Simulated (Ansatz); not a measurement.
Reaction (SMILES): C[OH+]C -> CC[OH2+]

Wanted: isomerisation energy (enthalpy at 298 K), in kcal/mol. Terms: valence correlation only; LANL2DZ all-electron up to Ne; 6-311+G** with 5d; six Cartesian d functions in 6-31G* and its kin unless marked 5d; non-relativistic; no spin-orbit coupling. CBS marks a two-point X^-3 extrapolation of the correlation energy; Hartree-Fock from the larger set. [CCSD(T)-MP2]/basis is that difference in the basis named. Ab initio and DFT rows: single points at B3LYP-D3(BJ) geometries (Ansatz, an electronic-structure program), with unscaled harmonic terms from B3LYP/6-31G* at its own minima.

Coupled cluster (Ansatz) is a level with limits of its own, used here on species with T1 under 0.025 (0.045 for open shells) and stable references: RI-MP2/CBS(cc-pVTZ,cc-pVQZ)+[CCSD(T)-MP2]/cc-pVTZ.

Value to compare with, RI-MP2/CBS(cc-pVTZ,cc-pVQZ)+[CCSD(T)-MP2]/cc-pVTZ (Ansatz): -8.8 kcal/mol.

```tsv
level	program	isomerisation energy (enthalpy at 298 K) (kcal/mol)	difference
MP2/STO-3G	Ansatz	3.5	12.3
MP2/3-21G	Ansatz	-4.4	4.4
MP2/LANL2DZ	Ansatz	-8.4	0.4
MP2/6-31G*	Ansatz	-6.3	2.5
MP2/6-311+G**	Ansatz	-9.6	-0.8
```

Among the 5 habitual levels, MP2/STO-3G lies farthest from RI-MP2/CBS(cc-pVTZ,cc-pVQZ)+[CCSD(T)-MP2]/cc-pVTZ (Ansatz) (12.3 kcal/mol); 4 of 5 lie above it, and their mean absolute difference is 4.1 kcal/mol, the median 2.5. One case shows no general order.

The sets are all those run for this method; runs whose electronic state is in doubt are left out.
